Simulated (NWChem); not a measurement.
Species: chloromethane (CH3Cl); SMILES CCl

Program: NWChem. Pople sets run with spherical d functions. Structure relaxed at the PBE0/def2-SVP level. Computed dipoles belong to the equilibrium geometry; the measured one is vibrationally averaged.

Measured dipole moment: 1.87 D (NIST CCCBDB, as tabulated in the package chemicals).

```json
[
 {"level": "PBE/STO-3G", "dipole moment (D)": "2.01", "computed − measured": "+0.14"},
 {"level": "PBE/3-21G", "dipole moment (D)": "2.12", "computed − measured": "+0.25"},
 {"level": "PBE/6-31G*", "dipole moment (D)": "1.96", "computed − measured": "+0.09"},
 {"level": "PBE/6-31+G*", "dipole moment (D)": "2.03", "computed − measured": "+0.16"},
 {"level": "PBE/6-311G**", "dipole moment (D)": "?", "computed − measured": "?"},
 {"level": "PBE/6-311++G**", "dipole moment (D)": "1.96", "computed − measured": "+0.09"},
 {"level": "PBE/def2-TZVPD", "dipole moment (D)": "?", "computed − measured": "?"},
 {"level": "PBE/def2-QZVP", "dipole moment (D)": "1.84", "computed − measured": "-0.03"}
]
```

Problem. Fill in the missing entries.

Solution. 
- PBE/def2-TZVPD, dipole moment (D): 1.84
- PBE/def2-TZVPD, computed − measured: -0.03
- PBE/6-311G**, dipole moment (D): 1.98
- PBE/6-311G**, computed − measured: +0.11
